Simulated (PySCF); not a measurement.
O3. Atoms are numbered in the order given.

```xyz
3

O      0.0000     1.0634     0.2113
O      0.0000     0.0000    -0.4227
O      0.0000    -1.0634     0.2113
```
Charge 0, spin multiplicity 1.

Geometry optimised at PBE0-D3(BJ)/def2-TZVP. The molecule may have multireference character, which single-reference levels describe poorly.

Method: CAM-B3LYP/def2-TZVPD in PySCF.

Symmetry labels are those of the subgroup C2v that the program uses (full group C2v).

Computed valence orbital energies around the gap with their symmetry:
```tsv
orbital	symmetry	energy (eV)
HOMO−7	B2	-32.82
HOMO−6	A1	-23.46
HOMO−5	B1	-19.08
HOMO−4	A1	-18.75
HOMO−3	B2	-18.44
HOMO−2	A2	-11.91
HOMO−1	B2	-11.71
HOMO	A1	-11.37
LUMO	B1	-3.76
LUMO+1	A1	1.69
LUMO+2	B2	1.72
LUMO+3	A1	1.82
```
